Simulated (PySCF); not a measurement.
Si: ionisation energy

Si [Ne] 3s2 3p2 (3P) → Si⁺ [Ne] 3s2 3p1 (2P), as a difference of total energies. Computed with PySCF 2.14 in dyall-acv3z (19s12p6d4f, 113 functions), with no relativity, point nucleus. Correlated levels: valence and next inner shell: 1s2 frozen; virtual orbitals above 40 to 60 times the deepest correlated orbital energy dropped. The calculations carry no spin-orbit coupling.

```json
{"method": "UHF", "ionisation energy (eV)": "7.637", "error (eV)": "-0.520"}
{"method": "MP2 (valence and next inner shell)", "ionisation energy (eV)": "8.055", "error (eV)": "-0.102"}
{"method": "SCS-MP2 (valence and next inner shell)", "ionisation energy (eV)": "7.967", "error (eV)": "-0.190"}
{"method": "CCSD (valence and next inner shell)", "ionisation energy (eV)": "8.081", "error (eV)": "-0.076"}
{"method": "CCSD(T) (valence and next inner shell)", "ionisation energy (eV)": "8.118", "error (eV)": "-0.039"}
```

Reference: 8.157 eV (measured; NIST levels, between the centres of gravity of the two terms).

Errors of the correlated levels include the incompleteness of this basis and the frozen core.
